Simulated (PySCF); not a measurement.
Input of a run (PBE/6-31+G* geometry optimisation, gas phase (PySCF 2.14.0)), started from GFN2-xTB:
```
{"job": {"xc": "PBE", "basis": "6-31+G*", "grid": 1, "kind": "geom"}, "charge": 0, "multiplicity": 1}
C      1.448436    -0.097381     0.473883
C      0.308594    -0.027579     0.099541
C     -1.048884     0.054215    -0.344615
O     -1.850299    -0.838863    -0.309865
H      2.446659    -0.148110     0.799085
H     -1.301383     1.059709    -0.739602
```

Output (energies in Eh, forces in Eh/bohr):
```
step   0  E = -190.42518663  max force = 0.034191
step   1  E = -190.42832406  max force = 0.004529
step   2  E = -190.42830159  max force = 0.002434
step   3  E = -190.42833885  max force = 0.001003
step   4  E = -190.42834439  max force = 0.000408
optimisation converged
```

**Question.** Summarise the run.

**Answer.** The energy falls by 0.086 eV over 5 energy and gradient evaluations, the largest force component goes from 0.0342 to 4.1e-04 Eh/bohr, and the atoms move by 0.033 Å rms after alignment. The bond that changes most is C3=O4 (aldehyde carbon to aldehyde oxygen), which lengthens by 0.028 Å. Bonds longer at the end by more than 0.005 Å: 5 of 5; shorter: 0. Among the angles that change most is C2–C3–H6, from 112.2° to 114.9°. The energy rose by more than 1e-6 Eh at step 2. The first step brought 99 % of the lowering.

**Question.** What are the final bond lengths?

**Answer.** C1≡C2 1.224 Å, C2–C3 1.447 Å, C3=O4 1.228 Å, C1–H5 1.076 Å, C3–H6 1.118 Å. Numbering counts from 1 in the input's order; the species is `C#CC=O` (propynal).

The run used 76 basis functions and 39 SCF cycles in all. On an Arm Neoverse V1 with one thread (shared host), this took 9.4 s wall and 0.33 GiB of memory at its peak.

Whether it is a minimum is left open (no frequencies).
